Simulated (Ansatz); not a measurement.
Complex (SMILES): O (H2O) with ClF (F-Cl), atoms 1 to 3 the first; geometry from NCB31 set, monomers rigid:
```xyz
5

O      2.2398     0.0000    -0.0882
H      2.6009     0.7620     0.3771
H      2.6011    -0.7617     0.3772
Cl    -0.3159    -0.0001    -0.0169
F     -1.9723     0.0001     0.0266
```

Interaction energy at B3LYP with Ansatz (a quantum-chemistry and plane-wave program), kcal/mol, without and with the counterpoise correction (monomers among the partner's ghost functions). Cartesian d functions, on some or all atoms, in 6-31G**, 6-31+G*; all else is spherical. The program fits the integrals of some runs and decomposes those of others, by size. No added dispersion term, no relativity. Reference, counterpoise-corrected: the value in aug-pcseg-3, -5.39.

```tsv
basis	functions	uncorrected	counterpoise	counterpoise correction	mean of both
3-21G	35	-11.95	-5.18	6.77	-8.56
def2-SVP	56	-8.58	-6.44	2.14	-7.51
6-31G**	59	-8.07	-6.23	1.83	-7.15
cc-pV(D+d)Z	61	-9.19	-6.91	2.28	-8.05
6-31+G*	65	-6.71	-5.92	0.79	-6.31
def2-SVPD	89	-6.37	-5.59	0.78	-5.98
aug-pcseg-1	91	-5.82	-5.26	0.57	-5.54
def2-TZVPD	144	-5.49	-5.36	0.13	-5.43
6-311++G(3df,3pd)	161	-5.71	-5.38	0.33	-5.55
cc-pV(Q+d)Z	234	-6.17	-5.65	0.52	-5.91
def2-QZVPPD	277	-5.40	-5.38	0.01	-5.39
aug-pcseg-3	357	-5.42	-5.39	0.02	-5.41
```

The corrected value lies nearer the reference in 11 of 12 rows.
